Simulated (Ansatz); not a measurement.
**Redistribution: C4H10 + CCl3F → C3H7Cl + C2H3Cl2F**

Species: C4H10 (butane) `CCCC`, singlet; CCl3F (trichlorofluoromethane) `FC(Cl)(Cl)Cl`, singlet; C3H7Cl (1-chloropropane) `CCCCl`, singlet; C2H3Cl2F (1,1-dichloro-1-fluoroethane) `CC(F)(Cl)Cl`, singlet. The partners trade CH3 for Cl; both sit on C, so the bond types are kept.

Shapes, held fixed at every level: PBE0-D4/def2-TZVP. Flexible molecules stand in one conformer, not always the lowest. Programs: Ansatz 0.2.0. The zero-point and thermal change to 298 K, harmonic and unscaled (PBE0-D4/def2-TZVP), is +2.0 kJ/mol.

Estimate ΔH(298 K) of this reaction.

The highest level, CCSD(T)/CBS estimate, gives ΔH(298 K) = -54.4 kJ/mol; the levels span -68.1 to -48.0. The column of differences is taken from that level and isn't an error. No measured value is set beside it here. The CBS estimate extrapolates MP2 from def2-TZVPP and def2-QZVPP and adds CCSD(T) − MP2 in the triple-zeta set, cores frozen.

| level | kind | ΔH(298 K) (kJ/mol) | less CCSD(T)/CBS estimate |
| --- | --- | --- | --- |
| HF/def2-SVP | Hartree–Fock | -68.1 | -13.7 |
| r2SCAN-D4/def2-TZVPP | meta-GGA | -51.6 | +2.8 |
| BHLYP-D4/def2-TZVPP | global hybrid | -58.6 | -4.2 |
| MP2/def2-SVP | perturbation theory | -48.0 | +6.4 |
| MP2/def2-TZVPP | perturbation theory | -53.4 | +1.0 |
| CCSD/def2-SVP | coupled cluster or CI | -51.8 | +2.6 |
| CCSD(T)/CBS estimate | coupled cluster or CI | -54.4 | 0.0 |
